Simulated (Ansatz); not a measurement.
The input, for Ansatz 0.2.0:

```yaml
crystal:
  periodic: [false, false, false]
  atoms:
    - {symbol: F, position_ang: [0.000000, 0.000000, -1.771600]}
    - {symbol: Si, position_ang: [0.000000, 0.000000, -0.179400]}
    - {symbol: Si, position_ang: [0.000000, 0.000000, 1.951000]}
basis:
  gaussian: {orbitals: cc-pVDZ}
magnetization: {spin_polarized: false, initial_magnetization: 1}
correlation: {method: ccsdt_q, electrons: outside_noble_gas}
```

```sh
$ ansatz run in.yaml --threads 1 --pin off --events-out ev --progress --plain --max-ram 2393MiB
```

Log:

```
891 factors; integrals over basis functions are off by at most 1.2e-7 eV
mean field evaluation 1: about -18426.9631 eV, gradient 2.2e1 eV
mean field evaluation 2: about -18426.9945 eV, gradient 2.2e1 eV
mean field evaluation 4: about -18428.0933 eV, gradient 1.7e0 eV
mean field evaluation 8: about -18428.1338 eV, gradient 3.9e-1 eV
mean field evaluation 16: about -18428.1363 eV, gradient 9.3e-7 eV
mean field evaluation 32: about -18428.1363 eV, gradient 2.7e-6 eV
mean field evaluation 64: about -18425.1703 eV, gradient 1.4e-3 eV
mean field evaluation 96: about -18423.9290 eV, gradient 2.0e1 eV
mean field evaluation 128: about -18425.3479 eV, gradient 5.6e-4 eV
mean field evaluation 160: about -18423.9871 eV, gradient 1.7e1 eV
mean field -18428.13634628 eV, -677.2215196862 hartree, gradient 9.3e-7 eV, S^2 0.750000; 4 other end points of the search recorded, 0 dependent functions left out
...
cycle  13  -10.52882731 eV  change   -8.7e-6 eV  update   4.7e-5
cycle  14  -10.52879747 eV  change    3.0e-5 eV  update   2.9e-5
cycle  15  -10.52876302 eV  change    3.4e-5 eV  update   2.0e-5
cycle  16  -10.52876451 eV  change   -1.5e-6 eV  update   1.1e-5
cycle  17  -10.52876690 eV  change   -2.4e-6 eV  update   7.8e-6
cycle  18  -10.52876650 eV  change    4.0e-7 eV  update   5.4e-6
cycle  19  -10.52876919 eV  change   -2.7e-6 eV  update   3.5e-6
cycle  20  -10.52877198 eV  change   -2.8e-6 eV  update   2.4e-6
cycle  21  -10.52877153 eV  change    4.5e-7 eV  update   1.6e-6
cycle  22  -10.52876994 eV  change    1.6e-6 eV  update   1.0e-6
perturbative correction -0.04139716 eV, -0.0015213174 hartree
Total energy: -18438.70651337 eV, -677.6099661624 hartree
```

Ran on 1 thread of Arm Neoverse V2, shared host: 48 s wall, 0.75 GiB peak host memory.
